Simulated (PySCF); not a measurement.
**Shapes and spin states of Al3**

Computed with PBE0 in PySCF with Al def2-TZVP; no relativity; density-fitted integrals.

Relaxations began from a few typed shapes and spin states; open shells are unrestricted. The search is not exhaustive: other isomers or separated fragments can lie lower, and high-lying points may rest on an excited occupation.

```csv
spin,group,bonds,angles,imaginary modes (cm⁻¹),ΔE (kJ/mol),ΔE with ZPE (kJ/mol)
quartet,C2v,"Al–Al 2.576 Å (×2), Al–Al 2.910 Å","Al–Al–Al 55.6° (×2), Al–Al–Al 68.8°",none,0.0,0.0
broken-symmetry Ms = 1/2 (⟨S²⟩ 1.83),C2v,"Al–Al 2.592 Å (×2), Al–Al 3.068 Å","Al–Al–Al 53.7° (×2), Al–Al–Al 72.6°",none,30.5,30.0
quartet,D∞h,Al–Al 2.592 Å (×2),Al–Al–Al 180.0°,"39i, 39i",53.0,–
broken-symmetry Ms = 1/2 (⟨S²⟩ 1.78),D∞h,Al–Al 2.594 Å (×2),Al–Al–Al 180.0°,"41i, 37i",70.5,–
```

The lowest minimum found is the quartet C2v: Al–Al 2.576 Å (×2), Al–Al 2.910 Å; Al–Al–Al 55.6° (×2), Al–Al–Al 68.8°.

The electron or spin density has lower symmetry than the nuclear frame for the broken-symmetry Ms = 1/2 (⟨S²⟩ 1.78) D∞h at 70.5 kJ/mol.
